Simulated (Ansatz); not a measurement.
A nudged elastic band was laid between two geometries of C₂H₅Si (8 atoms, charge -1, multiplicity 1).

The calculation used Ansatz, RKS PBE0-D4/def2-SVP.

- movable images: 5
- climbing image: yes
- spring: 5.0 eV/Å²
- optimiser: quadratic models (default)
- start path: IDPP
- force threshold: 0.03 eV/Å
- iteration limit: 60
- end points: relaxed

Initial state:

```xyz
8
Properties=species:S:1:pos:R:3
C -0.930 1.046 -0.797
Si 0.800 0.725 -0.674
C 0.802 -0.797 0.600
H -1.737 0.503 -0.272
H -1.318 1.852 -1.442
H 0.338 -0.511 1.563
H 1.821 -1.166 0.822
H 0.223 -1.652 0.200
```

Final state:

```xyz
8
Properties=species:S:1:pos:R:3
C -0.733 0.714 -1.256
Si 0.588 1.104 -0.154
C 0.613 -0.507 0.995
H -1.342 -0.209 -1.236
H -1.036 1.402 -2.064
H 0.555 -0.235 2.067
H 1.567 -1.057 0.872
H -0.213 -1.211 0.776
```

Q: Which bonds break or form, and what moves?

A: No bond is made or broken. The dihedral C1–Si2–C3–H6 goes from -60 to -127°.

Q: Give the energies along the band, and the barrier.

A: The forces met the threshold. The highest image is number 0 of 0 to 6, 0.000 eV above the first end and 0.027 eV above the last; the last end lies 0.027 eV below the first. The highest image is an end point: on this band no image between the ends rises above it. Limits of this set-up: an anion without diffuse functions, the dipole of an ion depends on the origin.

| image | path coordinate (Å) | energy (eV) | dihedral C1–Si2–C3–H6 (°) |
| --- | --- | --- | --- |
| 0 | 0.00 | 0.000 | -60 |
| 1 | 0.14 | -0.001 | -65 |
| 2 | 0.42 | -0.006 | -78 |
| 3 | 0.71 | -0.014 | -90 |
| 4 | 0.99 | -0.022 | -102 |
| 5 | 1.27 | -0.026 | -115 |
| 6 | 1.56 | -0.027 | -127 |

Run time: 2.6 min on 1 thread of Intel(R) Xeon(R) Processor @ 2.50GHz (Skylake/Cascade Lake), on a shared host, peak memory 0.14 GiB.
